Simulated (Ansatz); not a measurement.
# Al₂O₃: a prediction, then the measurements

Level of theory: Ansatz, DFT PBE, scalar-relativistic, plane waves, PAW.

Settings: cutoff 420 eV, Γ-centred mesh 6×6×6 on the computed 10-atom cell, Gaussian smearing of 0.02 eV; no spin polarisation.

Relaxed structure, symmetry kept:

```yaml
crystal:
  lattice:
    - [2.40435, 1.38815, 4.37450]
    - [-2.40435, 1.38815, 4.37450]
    - [0.00000, -2.77631, 4.37450]
  atoms:
    - { symbol: Al, position: [0.35215, 0.35215, 0.35215] }
    - { symbol: Al, position: [0.14785, 0.14785, 0.14785] }
    - { symbol: Al, position: [0.64785, 0.64785, 0.64785] }
    - { symbol: Al, position: [0.85215, 0.85215, 0.85215] }
    - { symbol: O, position: [0.55617, 0.94383, 0.25000] }
    - { symbol: O, position: [0.25000, 0.55617, 0.94383] }
    - { symbol: O, position: [0.94383, 0.25000, 0.55617] }
    - { symbol: O, position: [0.44383, 0.05617, 0.75000] }
    - { symbol: O, position: [0.75000, 0.44383, 0.05617] }
    - { symbol: O, position: [0.05617, 0.75000, 0.44383] }
```

- Space group: R-3c (No. 167)
- Volume per atom: 8.76 Å³
- Formation energy from the elements' standard states (uncorrected): -2.978 eV/atom
- Kohn–Sham band gap: 5.85 eV
- Löwdin character of the top 1 eV of the valence band: O 2p 96 %
- Löwdin character of the lowest 1 eV of the conduction band: Al 3s 42 %, O 2s 38 %, Al 3p 13 %
- Bader charges (e): Al (4 in the cell) 2.55, O (6 in the cell) -1.70

**What was measured.**

“Effects of physical and chemical pressure on charge density wave transitions in LaAg1-xAuxSb2 single crystals”, 2022, arxiv:2211.11873 reports, for a powder of Al2O3: lattice constant a 4.7586 ± 0.0002 Å.

“New Sustainable Multilayered Membranes Based on ZrVTi for Hydrogen Purification”, 2022, pmc:9317777 reports, for a ceramic of Al2O3 at 300 K: lattice constant c 13.007 ± 0.001 Å.

From “Multi-petahertz electron interference in Cr:Al2O3 solid-state material”, 2018, pmc:5906618, for a bulk crystal of Al2O3: band gap 8.7 eV (optical).

Against the measured lattice constant a of Al2O3, 4.7586 Å (powder; the paper above), the calculated 4.809 Å is off by +1.1 %. 2 values of this kind are on record (4.7586 to 4.763 Å); this one was drawn at random, those with a stated uncertainty first. Against the measured lattice constant c of Al2O3, 13.007 Å (300 K; ceramic; the paper above), the calculated 13.123 Å is off by +0.9 %. 2 values of this kind are on record in papers (12.9903 to 13.007 Å); this one was drawn at random among those near their median, those with a stated uncertainty first. The calculation is for 0 K without zero-point motion. A measured band gap of Al2O3 is 8.7 eV (optical; quoted in the paper above); the calculated 5.85 eV misses it by -2.85 eV. Kohn–Sham gaps of semilocal functionals fall short of measured ones as a rule.

Cost: 1 run of about 3.5 core-minutes, on Intel Xeon Platinum 8259CL (Skylake/Cascade Lake) (shared hosts).